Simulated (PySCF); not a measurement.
thiophene (C4H4S), SMILES c1ccsc1. Atoms are numbered in the order given.

```xyz
9

C      0.0000     0.7149     1.2748
C      0.0000    -0.7149     1.2748
C      0.0000    -1.2414     0.0075
S      0.0000     0.0000    -1.1982
C      0.0000     1.2414     0.0075
H      0.0000     1.3261     2.1785
H      0.0000    -1.3261     2.1785
H      0.0000    -2.2898    -0.2867
H      0.0000     2.2898    -0.2867
```

Geometry optimised at B3LYP-D3(BJ)/def2-SVP.

The numbers are results of KT2/pcSseg-1 run with PySCF, not measurements.

GIAO shieldings, no solvent; atoms alike by connectivity are averaged. δ = σ(ref) − σ: ¹³C against TMS (σ = 185.1 ppm); ³³S against H2S (σ = 723.0 ppm); ¹H against TMS (σ = 31.47 ppm), references at their B3LYP-D3(BJ)/def2-TZVP geometries, non-relativistic.

Estimate the chemical shifts. (The exact figures need the calculation; the answer reports its results.)


```json
[
 {"nucleus": "¹³C", "atoms": "C3, C5", "count": "2", "δ (ppm)": "124.4"},
 {"nucleus": "¹³C", "atoms": "C1, C2", "count": "2", "δ (ppm)": "123.7"},
 {"nucleus": "³³S", "atoms": "S4", "count": "1", "δ (ppm)": "429.4"},
 {"nucleus": "¹H", "atoms": "H6, H7", "count": "2", "δ (ppm)": "7.35"},
 {"nucleus": "¹H", "atoms": "H8, H9", "count": "2", "δ (ppm)": "7.30"}
]
```
